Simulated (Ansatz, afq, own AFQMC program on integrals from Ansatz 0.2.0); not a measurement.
Ga⁻, triplet: AFQMC among the cluster methods

A free Ga anion.

Basis aug-cc-pVTZ. Only valence electrons are correlated. Ansatz 0.2.0 and our own AFQMC program on the same integrals; the CISD trial comes from CCSD amplitudes, and released means the phaseless constraint is let go. ± is one standard error of the sampling. No spin–orbit coupling.

Determinant: UHF, the one that the program's search chose, which needn't be the lowest solution.

Full CI on the same integrals is exact in this basis and with this determinant's frozen core.

Cautions: no relativity below Rb; no spin-orbit coupling; inner d shell frozen; the released energies are still falling, so no released level is given (meV from the phaseless value at times in 1/Eh: -2.2 ± 1.6 at 0.24, -3.6 ± 1.4 at 0.51, -5.3 ± 1.4 at 0.99, -7.1 ± 1.1 at 1.62, -10 ± 4 at 2.40), though the last usable value meets full CI within the noise.

```
T1 diagnostic                               : 0.0146
weight of the determinant in the CISD state : 0.926
⟨S²⟩ of the determinant                     : 2.014
size of the correlated space                : 4 electrons in 45 orbitals
```

```tsv
level	correlation energy (eV)
MP2	-1.2316
CCSD	-1.6074
CCSD(T)	-1.6724
```

(1) Estimate where phaseless AFQMC with the Hartree–Fock trial lies against CCSD(T) on the same integrals.

(1) 2.24 ± 0.52 mEh above CCSD(T).

Reference: full CI, correlation energy -1.695 eV.

| level | E − E(reference) (mEh) | share of correlation (%) |
| --- | --- | --- |
| CCSD(T) | 0.82 | 98.68 |
| CCSDT | 0.10 | 99.84 |
| CCSDT(Q) | 0.02 | 99.97 |
| ph-AFQMC/HF | 3.07 ± 0.52 | 95.08 |
| ph-AFQMC/CISD | 0.45 ± 0.06 | 99.27 |

CCSDT and higher add their correlation energy to the determinant of the CCSD(T) run, since their own runs factorise the integrals more tightly (a shift of under 2 meV). A walk keeps the symmetry of its determinant, which the program's search chose and which needn't be the lowest solution, so a lower state of the same spin and another symmetry isn't excluded.
